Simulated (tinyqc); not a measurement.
Inside a calculation. Method: Hueckel theory of the pi electrons, for the molecule C=CF (SMILES; centres numbered as the heavy atoms are written). One step of it, computed by the program tinyqc.

Question. Orbitals. Diagonalise; E = alpha + x beta with beta < 0, so the largest x are filled first; degenerate levels share their electrons. P = sum n_i c_ri c_si; each orbital has its largest coefficient positive (the first on a tie).

Hueckel matrix in units of beta (H = alpha + beta A), order 1C, 2C, 3F:
$$\begin{pmatrix}
0.000000 & 1.000000 & 0.000000 \\
1.000000 & 0.000000 & 0.700000 \\
0.000000 & 0.700000 & 3.000000
\end{pmatrix}$$

pi electrons, sum of z_r less the charge = 4

Give: x values; occupations; coefficients; charge and bond-order matrix P.

Answer.

x values: [3.172, 0.891, -1.062]

occupations: [2.000, 2.000, 0.000]

coefficients, order 1C, 2C, 3F:
$$\begin{pmatrix}
0.075 & 0.729 & -0.680 \\
0.237 & 0.649 & 0.722 \\
0.969 & -0.216 & -0.124
\end{pmatrix}$$

charge and bond-order matrix P, order 1C, 2C, 3F:
$$\begin{pmatrix}
1.075 & 0.983 & -0.169 \\
0.983 & 0.956 & 0.180 \\
-0.169 & 0.180 & 1.969
\end{pmatrix}$$
